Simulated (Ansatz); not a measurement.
# CF₂: ionisation energy by level of theory

How much energy removes an electron from CF₂ at fixed geometry? The cation is run at each level and the neutral's energy taken from earlier runs.

Computed with Ansatz 0.2.0, Gaussian basis. Level: unrestricted cation, the program's frozen cores in correlated methods.

Levels to be run: UKS PBE-D4/def2-TZVPP; UKS r2SCAN-D4/def2-TZVPP; UKS PBE0-D4/def2-TZVPP; UKS B3LYP-D4/def2-TZVPP; UKS wB97X-V/def2-TZVPP; UKS wB97M-V/def2-TZVPP; UKS B2PLYP/def2-TZVPP; UHF-CCSD(T)/def2-TZVPP; UHF-CCSD(T)/def2-QZVPP; extrapolation to the limit; then −ε(HOMO) from the neutral's earlier runs with LDA (SPW92), PBE-D4, revPBE-D4, BLYP-D4, r2SCAN-D4, B97M-V, PBE0-D4, B3LYP-D4, r2SCANh-D4, r2SCAN0-D4, HSE06-D4, BHLYP-D4, CAM-B3LYP-D4, LC-ωPBE, ωB97X-V, ωB97M-V.

### Step 1. The geometry

An earlier PBE0-D4 in a triple-zeta def2 set relaxation fixed the geometry.

SMILES `F[C]F`, 3 atoms, charge 0, spin multiplicity 1.

Atoms are counted from 1 here; the program's logs count them from 0.

Bond lengths: F1–C2 1.296 Å, C2–F3 1.296 Å. Angles: F1–C2–F3 104.7°.

### Step 2. Cation, UKS PBE-D4/def2-TZVPP

File in.yaml:

```yaml
crystal:
  periodic: [false, false, false]
  atoms:
    - {symbol: F, position_ang: [0.316329, 0.971416, 0.281613]}
    - {symbol: C, position_ang: [0.382310, -0.318501, 0.175141]}
    - {symbol: F, position_ang: [-0.698640, -0.652915, -0.456754]}
basis:
  gaussian: {orbitals: def2-TZVPP}
total_charge: 1
magnetization: {spin_polarized: true, initial_magnetization: 1}
hamiltonian: {xc: pbe, dispersion: d4}
```

The run is started by

```
ansatz run in.yaml --threads 2 --pin off --events-out ev --progress --plain --max-ram 32768MiB --backend cpu
```

After this run come: Cation, UKS r2SCAN-D4/def2-TZVPP; Cation, UKS PBE0-D4/def2-TZVPP; Cation, UKS B3LYP-D4/def2-TZVPP; Cation, UKS wB97X-V/def2-TZVPP; Cation, UKS wB97M-V/def2-TZVPP; Cation, UKS B2PLYP (frozen core)/def2-TZVPP; Cation, UHF-CCSD(T)/def2-TZVPP; Cation, UHF-CCSD(T)/def2-QZVPP.

Before running them: what should the planned runs give, taken together? Wanted: ionisation energy, CCSD(T)/CBS; nearest functional by difference; nearest −ε(HOMO); −ε(HOMO) of PBE; T1 of the cation.

**Answer**, as computed:

| quantity | value |
| --- | --- |
| ionisation energy, CCSD(T)/CBS | 12.24 eV |
| nearest functional by difference | ωB97M-V (-0.11 eV) |
| nearest −ε(HOMO) | LC-ωPBE (-0.52 eV) |
| −ε(HOMO) of PBE | 7.11 eV |
| T1 of the cation | 0.026 |

What this shows: By cation minus neutral, the functionals miss by 0.53 eV at most. −ε(HOMO) of PBE misses by 5.1 eV, since self-interaction lifts the level. Among orbital estimates LC-ωPBE comes nearest. Hartree-Fock falls 0.90 eV short, as the neutral has more correlation energy than the cation.
